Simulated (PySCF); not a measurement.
## Fractional electron number in He (helium, neutral)

The 1s beta orbital of 1s2 is emptied in steps (occupation f), with all orbitals relaxed, ending at 1s1. Calculation: PySCF 2.14, in aug-cc-pVDZ (3s2p, 9 functions); the non-relativistic Hamiltonian (point nucleus). The exact energy is a straight line in f; departures are measured from the line between the end points of the same method.

| f | UHF (eV) |
| --- | --- |
| 1 | 0.000 |
| 0.75 | 0.261 |
| 0.5 | 0.322 |
| 0.25 | 0.225 |
| 0 | 0.000 |

**Question.** For UHF, how does the orbital energy at f = 1 compare with the removal energy?

**Answer.** −ε = 24.956 eV against a total-energy difference of 23.438 eV. By Janak's theorem ε = ∂E/∂f, so the gap between them reflects the curvature. Along the path −ε is 24.049 (f = 0.75), 23.345 (f = 0.5), 22.778 (f = 0.25) eV.

Reference removal energy between the ground levels: 24.587 eV (measured; NIST Atomic Spectra Database, ionization energies). UHF lacks correlation.
